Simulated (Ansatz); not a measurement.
C$_{2}$HF$_{2}$ (`F/[C]=C\F`) radical. The species carries charge 0 and has multiplicity 2. The geometry is a stationary point of PBE0-D4/def2-TZVP.

```xyz
5

F     0.632    1.534    0.891
C     0.503    0.744   -0.127
C    -0.143   -0.389   -0.276
F    -0.842   -0.955    0.719
H    -0.151   -0.935   -1.208
```

(1) What is the dipole moment at PBE/def2-TZVPP? (Estimate.)

(2) And with r2SCAN, B3LYP, ωB97M-V? (Best estimate.)

(3) Give the Mulliken charges with PBE, B3LYP, r2SCAN in def2-TZVPP. (Best estimate.)

## Answers

(1) Ansatz gave: 0.98 D, with components (0.24, -0.15, -0.94) D in this frame, pointing from negative to positive charge.

(2) Ansatz gave: r2SCAN 1.14 D, B3LYP 1.22 D, ωB97M-V 1.21 D.

(3) The calculation gave: 
| atom | PBE | B3LYP | r2SCAN |
| --- | --- | --- | --- |
| F1 | -0.08 | -0.12 | -0.12 |
| C2 | 0.08 | 0.12 | 0.09 |
| C3 | 0.05 | 0.08 | 0.11 |
| F4 | -0.15 | -0.19 | -0.19 |
| H5 | 0.10 | 0.12 | 0.10 |

B3LYP here is the variant with VWN-RPA as its local correlation; programs differ in this.
